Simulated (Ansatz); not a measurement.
ClMg (charge +1), an active-space calculation

Computed with the Python package of Ansatz (0.2.0).

Contents of `clmg.xyz`:
```text
2

Mg    0.00000    0.00000    0.00000
Cl    0.00000    0.00000    2.42500
```

The script, `cas_clmg.py`:
```python
# -*- coding: utf-8 -*-
"""Static correlation in ClMg(+): natural occupations of an active space."""

import ansatz as az

config = {
    "basis_set": "def2-SVP",
    "charge": 1,
}


def main():
    clmg = az.Crystal.molecule_from_extxyz("clmg.xyz")

    setup = (
        clmg.calculation()
        .basis(gaussian=config["basis_set"])
        .charge(config["charge"])
        .accuracy("high")
        .correlation(active_electrons=4, active_orbitals=5)
    )
    for method in [None]:
        r = (setup if method is None else setup.correlation(method)).run(threads=1).report
        space = r["configurations"]
        state = space["states"][0]
        print(method or "casscf", f"total {r['free_energy_ev'] / 27.211386246:.6f} Ha, active-space state {state['energy']['hartree']:.6f} Ha, mean field {r['reference_energy_ev'] / 27.211386246:.6f} Ha")
        print("  determinants", state["n_determinants"], " natural occupations", [round(n, 3) for n in space["natural_occupations"]])
    print("effectively unpaired electrons, sum of min(n, 2 - n):", round(sum(min(n, 2 - n) for n in space["natural_occupations"]), 3))


if __name__ == "__main__":
    main()
```

Running `python cas_clmg.py` prints:
```text
casscf total -658.703038 Ha, active-space state -658.703038 Ha, mean field -658.664672 Ha
  determinants 100  natural occupations [1.982, 1.971, 0.024, 0.015, 0.007]
effectively unpaired electrons, sum of min(n, 2 - n): 0.093
```

What to keep in mind:
- The settings weren't tested for convergence.
- The geometry is a force-field or estimated start, not a minimum of this method, and the basis set is short of its limit. The active space starts as a window about the frontier orbitals and is then optimised, not chosen by chemistry.
- The spin state was assumed, and another may lie lower.
- Finished in 2.2 s on 1 thread of Arm Neoverse V2, with other jobs on the host, peak memory 0.15 GiB.
